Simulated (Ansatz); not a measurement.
Process, species as SMILES: C (CH4) → [CH3-] + H+
B3LYP-D3(BJ)/def2-TZVP geometries, fixed; electronic energies without zero-point terms.
Largest species:
```
C
H 1 1.0892
H 1 1.0892 2 109.47
H 1 1.0892 2 109.47 3 120.00
H 1 1.0892 2 109.47 3 -120.00
```

How fast the deprotonation energy converges with the basis for several methods (Ansatz, an electronic-structure program): deviation from each method's own reference, in kcal/mol. References: B3LYP 424.43 kcal/mol, the value in aug-pcseg-3; HF 433.99 kcal/mol, the value in aug-cc-pVQZ; MP2 423.75 kcal/mol, Hartree-Fock in aug-cc-pVQZ plus the correlation part extrapolated as X^-3 from aug-cc-pVTZ and aug-cc-pVQZ; PBE 420.13 kcal/mol, the value in aug-pcseg-3; r2SCAN 425.16 kcal/mol, the value in aug-pcseg-3. All functions are spherical. In correlated methods cores are frozen. No added dispersion term, no relativity. 

```
basis              functions   B3LYP      HF     MP2     PBE  r2SCAN
-----------------  ---------  ------  ------  ------  ------  ------
STO-3G                     9  135.01  127.24  146.66  142.13       …
6-31G                     17   36.78   24.95   37.10   40.19       …
3-21G                     17   41.45   28.80   43.17   44.87       …
def2-SV(P)                22   20.72   13.30   22.37   23.21       …
cc-pVTZ                   86   12.81    8.51   13.64   14.64       …
jun-cc-pV(T+d)Z           95    0.48   -0.09    0.86    1.04       …
def2-TZVPPD              105    4.43    2.35    4.33    5.71       …
6-311++G(3df,3pd)        111    1.01    0.06    1.20    1.77       …
```

**Question.** Complete the blanks.

**Answer.** 
- STO-3G, r2SCAN: 135.94
- 6-31G, r2SCAN: 34.58
- 3-21G, r2SCAN: 38.70
- def2-SV(P), r2SCAN: 19.35
- cc-pVTZ, r2SCAN: 11.84
- jun-cc-pV(T+d)Z, r2SCAN: 0.59
- def2-TZVPPD, r2SCAN: 4.44
- 6-311++G(3df,3pd), r2SCAN: 1.06

Mean absolute deviation over cc-pVTZ, jun-cc-pV(T+d)Z, def2-TZVPPD, 6-311++G(3df,3pd): HF 2.76, r2SCAN 4.48, B3LYP 4.68, MP2 5.01, PBE 5.79 kcal/mol.
